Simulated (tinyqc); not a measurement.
Worked calculation (part 3 of 3): UHF in the sto-3g basis, for H2O+, spin multiplicity 2. Computed by tinyqc, a small Python program that keeps every step (integrals from PySCF). Command: `OMP_NUM_THREADS=1 python tinyqc.py 22452 22453 out.jsonl` (the two numbers bound the seeds that draw the settings). One thread of a shared host (Intel(R) Xeon(R) Processor @ 2.60GHz), about 0.2 s of CPU time with the checks.

Geometry (angstrom):

| atom | x | y | z |
|---|---|---|---|
| O | 0.000000 | 0.000000 | 0.000000 |
| H | 0.000000 | 0.947000 | 0.911000 |
| H | 0.000000 | -0.943000 | 0.906000 |

## Iteration 16 (converged): orbitals

converged F(alpha) (hartree):
```
             1O 1s      1O 2s     1O 2px     1O 2py     1O 2pz      2H 1s      3H 1s
1O 1s   -20.939304  -5.337867   0.000000   0.000107  -0.018359  -0.536863  -0.544668
1O 2s    -5.337867  -3.024781   0.000000   0.000487  -0.091379  -0.685311  -0.693289
1O 2px    0.000000   0.000000  -1.033195   0.000000   0.000000   0.000000   0.000000
1O 2py    0.000107   0.000487   0.000000  -0.911726  -0.000801  -0.344834   0.348460
1O 2pz   -0.018359  -0.091379   0.000000  -0.000801  -0.922481  -0.354772  -0.357803
2H 1s    -0.536863  -0.685311   0.000000  -0.344834  -0.354772  -0.513193  -0.209473
3H 1s    -0.544668  -0.693289   0.000000   0.348460  -0.357803  -0.209473  -0.520307
```

converged F(beta) (hartree):
```
             1O 1s      1O 2s     1O 2px     1O 2py     1O 2pz      2H 1s      3H 1s
1O 1s   -20.900522  -5.280510   0.000000   0.000098  -0.018350  -0.530071  -0.537766
1O 2s    -5.280510  -2.755013   0.000000   0.000727  -0.048694  -0.662626  -0.669845
1O 2px    0.000000   0.000000  -0.127779   0.000000   0.000000   0.000000   0.000000
1O 2py    0.000098   0.000727   0.000000  -0.644842   0.002262  -0.364852   0.367424
1O 2pz   -0.018350  -0.048694   0.000000   0.002262  -0.680636  -0.374950  -0.377136
2H 1s    -0.530071  -0.662626   0.000000  -0.364852  -0.374950  -0.701227  -0.221165
3H 1s    -0.537766  -0.669845   0.000000   0.367424  -0.377136  -0.221165  -0.702178
```

X:
```
                1          2          3         4          5          6          7
1O 1s   -0.425222  -0.009597   0.680161  0.000000   0.610836   0.002332   0.216734
1O 2s    0.906207   0.014816  -0.296479  0.000000   0.342602   0.002200   0.459176
1O 2px   0.000000   0.000000   0.000000  1.000000   0.000000   0.000000   0.000000
1O 2py  -0.014048   0.753164   0.000853  0.000000  -0.000477   0.722865  -0.002364
1O 2pz   0.445430   0.006310   0.693247  0.000000  -0.576736   0.000528   0.243705
2H 1s   -0.532740  -0.702687  -0.229187  0.000000  -0.189599   0.394229   0.393679
3H 1s   -0.560753   0.684947  -0.226504  0.000000  -0.187524  -0.390439   0.397334
```

Diagonalise F' = X^T F X, C = X C', fill 5 alpha and 4 beta electrons from the bottom; D(s) = C_occ C_occ^T. Each column has its largest component positive (the first on a tie).

F' = X^T F X (alpha) (hartree):
```
           1          2          3          4           5          6          7
1  -1.629991  -0.039742   3.095478   0.000000    3.037636   0.012548   0.971726
2  -0.039742  -0.089473   0.080369   0.000000    0.084265  -0.185950   0.031539
3   3.095478   0.080369  -7.924429   0.000000   -8.081703  -0.035115  -4.139785
4   0.000000   0.000000   0.000000  -1.033195    0.000000   0.000000   0.000000
5   3.037636   0.084265  -8.081703   0.000000  -10.439230  -0.039920  -4.976656
6   0.012548  -0.185950  -0.035115   0.000000   -0.039920  -0.964407  -0.019381
7   0.971726   0.031539  -4.139785   0.000000   -4.976656  -0.019381  -3.811733
```

orbital energies (alpha) (hartree): MO1 -20.947761, MO2 -1.780005, MO3 -1.033195, MO4 -1.002230, MO5 -0.978215, MO6 -0.100593, MO7 -0.050460

coefficients C (alpha):
```
              MO1        MO2       MO3        MO4        MO5        MO6        MO7
1O 1s    0.994512  -0.256231  0.000000  -0.000666   0.054781   0.076876   0.002080
1O 2s    0.022899   0.987059  0.000000   0.003403  -0.257796  -0.442853  -0.012450
1O 2px   0.000000   0.000000  1.000000   0.000000   0.000000   0.000000   0.000000
1O 2py  -0.000019  -0.000470  0.000000   0.858750   0.004166  -0.010215   0.593650
1O 2pz   0.002123   0.104057  0.000000  -0.001436   0.880224  -0.534054  -0.014612
2H 1s   -0.003206   0.053957  0.000000   0.243773   0.199109   0.723671  -0.742134
3H 1s   -0.003248   0.055045  0.000000  -0.247883   0.200156   0.690278   0.774177
```

F' = X^T F X (beta) (hartree):
```
           1          2          3          4           5          6          7
1  -1.500867  -0.038104   3.114388   0.000000    2.987148   0.011306   1.209217
2  -0.038104  -0.064127   0.081468   0.000000    0.081085   0.061774   0.036742
3   3.114388   0.081468  -7.813163   0.000000   -8.190885  -0.032548  -4.085630
4   0.000000   0.000000   0.000000  -0.127779    0.000000   0.000000   0.000000
5   2.987148   0.081085  -8.190885   0.000000  -10.337214  -0.039925  -4.905301
6   0.011306   0.061774  -0.032548   0.000000   -0.039925  -0.900410  -0.020145
7   1.209217   0.036742  -4.085630   0.000000   -4.905301  -0.020145  -3.767724
```

orbital energies (beta) (hartree): MO1 -20.906903, MO2 -1.542762, MO3 -0.904769, MO4 -0.872752, MO5 -0.127779, MO6 -0.097769, MO7 -0.058551

coefficients C (beta):
```
              MO1        MO2        MO3        MO4       MO5        MO6        MO7
1O 1s    0.995289  -0.242814  -0.002991   0.084429  0.000000  -0.083113   0.004563
1O 2s    0.019767   0.929409   0.014493  -0.408534  0.000000   0.453436  -0.025456
1O 2px   0.000000   0.000000   0.000000   0.000000  1.000000   0.000000   0.000000
1O 2py  -0.000017  -0.001000   0.665811   0.019485  0.000000   0.040130   0.802931
1O 2pz   0.001891   0.076837  -0.023706   0.720074  0.000000   0.738112  -0.035649
2H 1s   -0.002775   0.130543   0.431960   0.374430  0.000000  -0.659778  -0.630326
3H 1s   -0.002812   0.131778  -0.451177   0.343976  0.000000  -0.598032   0.695332
```

D(alpha) after iteration 16:
```
            1O 1s      1O 2s    1O 2px     1O 2py     1O 2pz      2H 1s      3H 1s
1O 1s    1.057710  -0.244266  0.000000  -0.000242   0.023668  -0.006268  -0.006205
1O 2s   -0.244266   1.041280  0.000000   0.001383  -0.124163   0.002685   0.001816
1O 2px   0.000000   0.000000  1.000000   0.000000   0.000000   0.000000   0.000000
1O 2py  -0.000242   0.001383  0.000000   0.737469   0.002385   0.210145  -0.212061
1O 2pz   0.023668  -0.124163  0.000000   0.002385   0.785629   0.180519   0.182259
2H 1s   -0.006268   0.002685  0.000000   0.210145   0.180519   0.101992  -0.017594
3H 1s   -0.006205   0.001816  0.000000  -0.212061   0.182259  -0.017594   0.104549
```

D(beta) after iteration 16:
```
            1O 1s      1O 2s    1O 2px     1O 2py     1O 2pz      2H 1s      3H 1s
1O 1s    1.056696  -0.240535  0.000000  -0.000121   0.044091  -0.004139  -0.004406
1O 2s   -0.240535   1.031302  0.000000   0.000759  -0.223068  -0.025434  -0.024645
1O 2px   0.000000   0.000000  0.000000   0.000000   0.000000   0.000000   0.000000
1O 2py  -0.000121   0.000759  0.000000   0.443685  -0.001830   0.294769  -0.293828
1O 2pz   0.044091  -0.223068  0.000000  -0.001830   0.524976   0.269403   0.268504
2H 1s   -0.004139  -0.025434  0.000000   0.294769   0.269403   0.343837  -0.048885
3H 1s   -0.004406  -0.024645  0.000000  -0.293828   0.268504  -0.048885   0.339253
```

## Convergence

Stop when the energy changes by less than 1e-10 hartree and every element of the error matrix X^T (F D S - S D F) X (for each spin) is below 3e-06.

Course of the cycle:

| iteration | E (hartree) | change | largest element of the error matrix |
|---|---|---|---|
| 1 | -74.26730210 | - | 2.59e-01 |
| 2 | -74.54462818 | -2.77e-01 | 8.63e-02 |
| 3 | -74.57156695 | -2.69e-02 | 2.71e-02 |
| 4 | -74.57493832 | -3.37e-03 | 9.75e-03 |
| 5 | -74.57590776 | -9.69e-04 | 9.71e-03 |
| 6 | -74.57724036 | -1.33e-03 | 6.58e-03 |
| 7 | -74.57881942 | -1.58e-03 | 2.40e-03 |
| 8 | -74.57893291 | -1.13e-04 | 1.24e-03 |
| 9 | -74.57896070 | -2.78e-05 | 3.02e-04 |
| 10 | -74.57896226 | -1.57e-06 | 9.36e-05 |
| 11 | -74.57896245 | -1.83e-07 | 2.33e-05 |
| 12 | -74.57896245 | -7.09e-09 | 1.73e-05 |
| 13 | -74.57896246 | -7.84e-09 | 8.40e-06 |
| 14 | -74.57896246 | -1.93e-09 | 4.22e-06 |
| 15 | -74.57896247 | -2.88e-10 | 9.42e-07 |
| 16 | -74.57896247 | -1.82e-11 | 2.47e-07 |

PySCF UHF in the same basis, after a stability check = -74.57896247 hartree

Converged in 16 iterations.

## Populations, bond orders and dipole

overlap S:
```
           1O 1s     1O 2s    1O 2px     1O 2py    1O 2pz     2H 1s      3H 1s
1O 1s   1.000000  0.236704  0.000000   0.000000  0.000000  0.023293   0.023633
1O 2s   0.236704  1.000000  0.000000   0.000000  0.000000  0.274491   0.277418
1O 2px  0.000000  0.000000  1.000000   0.000000  0.000000  0.000000   0.000000
1O 2py  0.000000  0.000000  0.000000   1.000000  0.000000  0.187266  -0.189037
1O 2pz  0.000000  0.000000  0.000000   0.000000  1.000000  0.180147   0.181620
2H 1s   0.023293  0.274491  0.000000   0.187266  0.180147  1.000000   0.142421
3H 1s   0.023633  0.277418  0.000000  -0.189037  0.181620  0.142421   1.000000
```

Mulliken: Z minus the diagonal of D S on the atom; Loewdin: the same with S^(1/2) D S^(1/2); Mayer order: 2 sum_s sum (D(s) S)_ij (D(s) S)_ji over the two atoms.

Charges (e):

| atom | Mulliken | Loewdin | Mulliken spin |
|---|---|---|---|
| 1O | 0.210729 | 0.282807 | 1.515650 |
| 2H | 0.394521 | 0.358843 | -0.261580 |
| 3H | 0.394751 | 0.358349 | -0.254070 |

Mayer bond orders:

| pair | order |
|---|---|
| 2-1 | 0.775365 |
| 3-1 | 0.779056 |
| 3-2 | 0.000564 |

dipole moment about the origin, x y z (debye): 0.000000  0.005177  3.984379

<S^2> of the determinant (pure state: 0.75) = 0.890181
